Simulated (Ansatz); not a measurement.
Computed with Ansatz.

A structure relaxed at PBE0-D4/def2-TZVP, charge 0, multiplicity 1:

| atom | x (Å) | y (Å) | z (Å) |
| --- | --- | --- | --- |
| C1 | -1.695 | 0.864 | 0.340 |
| C2 | -0.234 | 0.620 | 0.091 |
| C3 | 0.687 | 1.806 | 0.048 |
| C4 | 0.235 | -0.621 | -0.089 |
| C5 | 1.696 | -0.864 | -0.340 |
| C6 | -0.687 | -1.806 | -0.048 |
| H7 | -1.909 | 1.924 | 0.478 |
| H8 | -2.049 | 0.337 | 1.233 |
| H9 | -2.314 | 0.508 | -0.492 |
| H10 | 1.207 | 1.882 | -0.913 |
| H11 | 1.466 | 1.743 | 0.816 |
| H12 | 0.147 | 2.741 | 0.204 |
| H13 | 2.043 | -0.354 | -1.245 |
| H14 | 2.317 | -0.489 | 0.481 |
| H15 | 1.912 | -1.926 | -0.458 |
| H16 | -0.145 | -2.742 | -0.195 |
| H17 | -1.459 | -1.747 | -0.823 |
| H18 | -1.216 | -1.877 | 0.909 |

Q: Give its formula and SMILES.

A: C6H12, `CC(C)=C(C)C`.

Q: Point group (tolerance 0.08 Å, 0.16 Å for H)?

A: D2h.

Q: Summarise the bond lengths by kind.

A: 5 × C–C 1.339 to 1.502 Å; 12 × C–H 1.091 to 1.096 Å.
